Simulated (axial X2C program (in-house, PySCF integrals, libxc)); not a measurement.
LiNa⁺: properties at the nuclei

Calculated with an axial X2C code built on PySCF integrals: two-component X2C with atomic mean-field Coulomb and Gaunt terms, Gaussian nuclei, basis Na dyall-cv3z, Li dyall-cv3z with contracted cores.

R = 3.376 Å (near the PBE0 minimum at charge 1 of the determinant lowest at the starting distance; the state shown can have its own minimum elsewhere).

Input and command:
```json
{"zs": [11, 3], "q": 1, "bas": ["dyall-cv3z", "dyall-cv3z"], "r0": 2.88, "levels": ["PBE0", "HF", "LDA", "B3LYP", "r2SCAN"], "nst": 3}
```
```bash
python soeom.py task.json out
```

Keys: zs atomic numbers; q charge; bas basis sets; r0 starting distance in Å; levels methods; nst determinants followed.

Determinant lowest in the PBE0 search, Ω = 1/2 (⟨Sz⟩ = 0.50, ⟨Lz⟩ = 0.00 at PBE0), spin on the atoms Na 0.23, Li 0.27:

| level | Eeff magnitude (GV/cm) | Ws magnitude Na (kHz) | A∥/gI Na (MHz) | qzz Na (a.u.) | A∥/gI Li (MHz) | qzz Li (a.u.) |
| --- | --- | --- | --- | --- | --- | --- |
| PBE0 | 0.0151 | 0.0121 | 310 | -0.06 | 102 | -0.01 |
| HF | 0.0145 | 0.0117 | 242 | -0.08 | 104 | -0.01 |
| LDA | 0.0156 | 0.0125 | 375 | -0.05 | 97.5 | -0.01 |
| B3LYP | 0.0162 | 0.013 | 358 | -0.06 | 119 | -0.01 |
| r2SCAN | 0.0179 | 0.0143 | 319 | -0.07 | 112 | -0.01 |

Eeff is the effective electric field on the electron electric dipole moment in this Ω state and Ws the scalar–pseudoscalar constant of the nucleus named (defined with the proton number Z and per Ω); A∥ (defined per Ω) follows by multiplying with gI = μI/(I μN); qzz is the electric field gradient, eQq0 = 234.96 MHz × Q/barn × qzz. The operators were transformed with the bare-nucleus X2C matrices; with these basis sets, hyperfine constants and field gradients can be off by tens of per cent, and where levels differ in sign neither size nor sign is settled.

Question: With gI(23Na) = 1.4783, Q(23Na) = 0.104 barn, gI(7Li) = 2.1710 (g factors from the IAEA table of nuclear moments by Stone; Q from Pyykkö, Mol. Phys. 2018), turn the PBE0 values of the first state into constants in MHz.

Answer: A∥(23Na) = 310 × 1.4783 = 458 MHz; eQq0(23Na) = 234.96 × (0.104) × (-0.06) = -1.47 MHz; A∥(7Li) = 102 × 2.1710 = 221 MHz.

Each state is one determinant with collinear spin. Unrestricted Hartree–Fock can overshoot spin polarisation at the nuclei. The search compared states at one distance, so a state with another bond length can lie lower.
